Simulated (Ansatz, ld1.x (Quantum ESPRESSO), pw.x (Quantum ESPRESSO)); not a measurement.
# Equation-of-state test of one TM potential (rubidium)

Rb, norm-conserving Troullier–Martins (Kleinman–Bylander form), made with ld1.x (Quantum ESPRESSO) 7.5 (LDA (PW92), scalar-relativistic). Core [Kr], reference 5s1 5p0. Waves: 5p (bound, empty): rc 3.45 bohr; 4d channel at 0.05 Ry: rc 3.40 bohr; 4f channel at -0.15 Ry: rc 3.35 bohr; 5s (bound): rc 3.30 bohr. Local part: the s channel. Core correction: a·sin(br)/r model core inside 2.65 bohr.

Atomic tests: cutoffs needed: 6 Ry and 6 Ry (the cutoffs (Ry, on a coarse ladder) from which the occupation-weighted sum of valence levels, in a spherical-Bessel basis at the reference potential, stays within 10 and 1 mRy of its value at 400 Ry); ghost test: ghost state, extra bound levels that the all-electron valence spectrum of the same l lacks: p at -57.6 eV; a true bound ghost makes a file unfit for plane-wave use (spherical-Bessel basis up to 400 Ry, 20 bohr box); largest excitation error: -7.0 meV (all-electron minus pseudo) for 5s0 5p1, out of 2 test configurations.

Crystal test: diamond Rb in pw.x 7.5, no spin, 8³ k-points, Fermi–Dirac smearing 0.01 Ry, cutoffs 50/200 Ry. The reference is all-electron LAPW (Ansatz 0.2.0) with the same functional, mesh and smearing; V0 and B0 come from Birch–Murnaghan fits to the pressures at five volumes. Errors are pseudo minus all-electron; Δ is the rms difference of the E(V) curves that follow from these fits, minima aligned, over ±6 % about the mean V0. Mesh and smearing are coarse, so the numbers serve the comparison and aren't converged zero-temperature values; the lattice is a test structure that the element need not adopt.

All-electron: a0 = 9.839 Å (V0 = 119.05 Å³/atom), B0 = 1.2 GPa.

**Question.** How far does the potential miss the all-electron equation of state?

**Answer.** mean pressure error (GPa): -0.13. The pressure does not cross zero within the volumes sampled, so no fit is given. This is a poor potential for the solid. The pseudo pressure rises with volume over the whole range, a mechanical instability. Note: ghost state, extra bound levels that the all-electron valence spectrum of the same l lacks: p at -57.6 eV. A true bound ghost makes a file unfit for plane-wave use.

```csv
V (Å³/atom),P all-electron (GPa),P pseudo (GPa)
113.351,0.07,-0.18
116.334,0.03,-0.15
119.317,-0.00,-0.13
122.300,-0.03,-0.11
125.283,-0.06,-0.09
```

**Question.** At the middle volume, how do free energy and pressure move when the wave cutoff is lowered (ecutrho kept at four times it)?

**Answer.**

| cutoff (Ry) | shift of F (meV/atom) | shift of P (GPa) |
| --- | --- | --- |
| 22 | +235.8 | -1.42 |
| 30 | +107.5 | -0.58 |
| 40 | +5.3 | -0.00 |

The run at the middle volume (29 k-points, 7 iterations) took about 26 s on one core of a shared host (Neoverse-V2, 96 threads, 742 GiB, load 87).
